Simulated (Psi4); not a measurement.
A dimer, C2H2 ··· CH4O (SMILES C#C and CO); the first 4 atoms form monomer A.

```
10

C     -0.5949    -0.0083    -0.0644
C      0.5949     0.0083     0.0644
H     -1.6513    -0.0232    -0.1781
H      1.6513     0.0231     0.1780
C      3.8119    -0.4636    -1.8857
O      3.7934    -0.1503    -0.5000
H      2.7761    -0.4631    -2.2222
H      4.3649     0.2798    -2.4705
H      4.2372    -1.4545    -2.0800
H      4.6982    -0.1433    -0.1730
```

Question: What interaction energy does Psi4 with SAPT0/jun-cc-pVDZ, frozen core give, and which attractive term is the largest?

Answer: Total -3.53 kcal/mol: electrostatics -4.29, exchange 2.87, induction -0.86, dispersion -1.25. The most attractive term is electrostatics.
